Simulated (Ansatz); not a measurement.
Two shapes of triplet HClO.

Shape 1:

```xyz
3

O     0.1813    0.3393    1.0137
H     0.8568   -0.2436    1.3355
Cl   -0.1249   -0.1617   -0.5484
```

Shape 2:

```xyz
3

O    -0.4360   -0.8650   -0.5260
H    -0.5966   -0.4837   -1.4018
Cl    0.2403    0.4355    0.3300
```

Basis set: def2-SVP (spherical functions). Correlated methods keep 6 orbitals frozen. Charge 0, multiplicity 3.

Computed with Ansatz (development build ahead of 0.2.0); each method stands on the lowest determinant of its kind that the runs found.

Task: Which shape is lower in energy, and by how much in each method?

Result:

```json
{"method": "UHF", "E(2) − E(1) (eV)": "-0.273"}
{"method": "UHF-MP2", "E(2) − E(1) (eV)": "-0.128"}
```

Shape 2 is lower. Caution: another spin multiplicity may lie lower. Caution for UHF-MP2: MP2 forces lie far from those of the mean fields.
